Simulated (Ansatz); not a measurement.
# B2H (doublet): from Hartree-Fock to the top rungs at distance B1–B2 = 1.194 Å, cc-pVDZ

How much of the correlation energy of B2H (doublet) does each wave-function method recover here?

Program: Ansatz 0.2.0, Gaussian basis. Level of theory: cc-pVDZ, core rule «outside noble gas», up to 2 orbitals frozen. These are calculated values, not measurements.

The runs, in order: UHF; CCSD(T) on ROHF; CCSD(T) on UHF; BCCD(T) on ROHF; CISD; CCSDT(Q) on ROHF; CCSDT(Q) on UHF; CCSDTQ on ROHF; CCSDTQ on UHF; CASSCF and MRCISD+Q, 3 electrons in 3 orbitals; CASSCF and NEVPT2, 3 electrons in 3 orbitals; Full CI; Full CI in the symmetry of the determinant.

4 further runs of the same task are left out: 4 for a known fault of the program.

## (1) What is computed

The geometry derives from a PBE0/def2-TZVP stationary point (not a proven minimum). One bond is set to the value named and the two fragments are kept rigid.

3 atoms, charge 0, spin multiplicity 2.

Atoms are counted from 1 here; the program's logs count them from 0.

Bond lengths: B1–B2 1.194 Å, B1–H3 1.177 Å. Angles: B2–B1–H3 180.0°.

## (2) UHF

in.yaml reads:

```yaml
crystal:
  periodic: [false, false, false]
  atoms:
    - {symbol: B, position_ang: [0.000000, 0.000000, 0.005519]}
    - {symbol: B, position_ang: [0.000000, 0.000000, -1.188481]}
    - {symbol: H, position_ang: [0.000000, 0.000000, 1.182963]}
basis:
  gaussian: {orbitals: cc-pVDZ}
magnetization: {spin_polarized: true, initial_magnetization: 1}
hamiltonian: {xc: hf}
output: {orbitals: {seedname: orbitals}}
```

Started as:

```
$ ansatz run in.yaml --threads 1 --pin off --events-out ev --progress --plain --max-ram 4096MiB --backend cpu
```

After this run come: CCSD(T) on ROHF; CCSD(T) on UHF; BCCD(T) on ROHF; CISD; CCSDT(Q) on ROHF; CCSDT(Q) on UHF; CCSDTQ on ROHF; CCSDTQ on UHF; CASSCF and MRCISD+Q, 3 electrons in 3 orbitals; CASSCF and NEVPT2, 3 electrons in 3 orbitals; Full CI; Full CI in the symmetry of the determinant.

**Question.** What will the summary of the whole plan be? Wanted: FCI from the RHF energy; UMP2 from FCI; UCCSD(T) from FCI; UCCSDT(Q) from FCI; NEVPT2 pair from FCI; MRCISD+Q pair from FCI; T1 diagnostic; effectively unpaired electrons.

**Answer**, as computed:

| quantity | value |
| --- | --- |
| FCI from the ROHF energy | -4.1290 eV |
| UMP2 from FCI | +381.4 meV |
| UCCSD(T) from FCI | -877.4 meV |
| UCCSDT(Q) from FCI | -0.8 meV |
| NEVPT2 pair from FCI | +795.6 meV |
| MRCISD+Q pair from FCI | +2.8 meV |
| levels within 1 kcal/mol (43 meV) | UCCSDT, UCCSDT(Q), UCCSDTQ, MRCISD+Q pair |
| T1 diagnostic | 0.019 |
| effectively unpaired electrons | 3.02 |

What this shows: UCCSD(T) misses by -877.4 meV, 21.2 % of the correlation energy. UCCSD, UCCSD(T) fall below full CI: unrestricted runs freeze a spin-polarised core, another one than full CI's, and coupled cluster isn't variational. The occupations show strong static correlation (3.0 unpaired electrons where one determinant has 1). Of the multireference levels listed MRCISD+Q pair comes nearest in total energy (+2.8 meV), which doesn't show that its space is the better one. The lowest state has another symmetry than the determinant, whose own symmetry lies 0.02 eV higher, so single-reference misses include that gap. Coupled cluster took another determinant than the lowest Hartree-Fock one. These misses are within one basis, not against nature; the frozen cores of restricted and unrestricted runs differ, which can shift their rows.

Levels on UHF freeze UHF's core orbitals, full CI those of ROHF, so the U rows can settle a little off it for that reason alone.

With open shells the CI space here admits some triples and quadruples, so it is larger than plain CISD.
